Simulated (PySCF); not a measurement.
Gas-phase reaction: 2 Al(CH₃)F₂ = Al(CH₃)₂F + AlF₃

Computed with PySCF and rigid-rotor harmonic-oscillator thermochemistry at 1 bar. † marks an energy on the PBE0/def2-TZVP geometry and frequencies; other levels use their own. MP2 and CCSD(T) freeze the core. 6-31G* has spherical d functions here. All species are closed-shell singlets. B3LYP is the form with VWN-RPA correlation. Methyl groups turn as free rotors in Al(CH₃)F₂, Al(CH₃)₂F. Al(CH₃)F₂, Al(CH₃)₂F: computed as isolated molecules; such fragments, hydroxides, amides, oligomers or adducts are transient or little studied in the gas. MP2 isn't extrapolated to the basis-set limit; its ΔH°(298 K) is 25.2 kJ in def2-SVP and 22.2 kJ in def2-TZVPP. CCSD(T) isn't extrapolated to the basis-set limit; its ΔH°(298 K) is 25.8 kJ in def2-SVP and 22.9 kJ in def2-TZVPP. The harmonic model lacks anharmonicity and excited electronic states, which grow with temperature; levels with a mode under 35 cm⁻¹ are left out.

```csv
level,"ΔE electronic, kJ","ΔH°(298 K), kJ","ΔS°(298 K), J/K","ΔG°(1800 K), kJ"
B3LYP/6-31G*,32,31,-9,46
B3LYP/def2-TZVP†,29,28,-9,43
CCSD(T)/def2-SVP†,27,26,-9,41
HF/def2-TZVP†,25,24,-9,39
MP2/def2-TZVPP†,23,22,-9,37
PBE/def2-TZVP†,29,28,-9,43
PBE0/def2-QZVP†,27,26,-9,41
```
ΔH° is lowest at MP2/def2-TZVPP† and highest at B3LYP/6-31G*. No reference value is set beside these.
